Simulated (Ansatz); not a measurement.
Geometry optimisation, RKS r2SCAN/def2-SVP in Ansatz 0.2.0.

The input (input.yaml):

```yaml
crystal:
  periodic: [false, false, false]
  atoms:
    - { symbol: Al, position_ang: [0.0, 0.0, 0.0] }
    - { symbol: H, position_ang: [0.0, 0.0, 1.56] }
    - { symbol: Cl, position_ang: [1.9312, 0.0, -1.115] }
    - { symbol: F, position_ang: [-1.4635, 0.0, -0.845] }
basis:
  gaussian: { orbitals: def2-SVP }
hamiltonian:
  xc: r2scan
relax:
  f_tol: 0.02
  max_steps: 40
```

Command:

```bash
$ ansatz run input.yaml --threads 1 --pin off --max-ram 2048MiB --backend cpu --events-out ev --progress --plain --runs-dir out
```

Where does it end, and by what steps?

The forces met the threshold. After 4 steps the energy has fallen by 0.167 eV; Cl3 moved furthest, 0.12 Å.

```json
{"step": "0", "energy less start (eV)": "0.0000", "largest force component (eV/Å)": "1.677", "accepted": "yes"}
{"step": "1", "energy less start (eV)": "-0.1549", "largest force component (eV/Å)": "0.605", "accepted": "yes"}
{"step": "2", "energy less start (eV)": "-0.1659", "largest force component (eV/Å)": "0.268", "accepted": "yes"}
{"step": "3", "energy less start (eV)": "-0.1671", "largest force component (eV/Å)": "0.032", "accepted": "yes"}
{"step": "4", "energy less start (eV)": "-0.1671", "largest force component (eV/Å)": "0.002", "accepted": "yes"}
```

```xyz
4
Properties=species:S:1:pos:R:3
Al 0.035 0.000 -0.003
H 0.001 0.000 1.560
Cl 1.817 0.000 -1.095
F -1.385 0.000 -0.862
```

Time of the run: 15 s on 1 thread of Arm Neoverse V2, with other jobs on the host, peak memory 0.13 GiB.
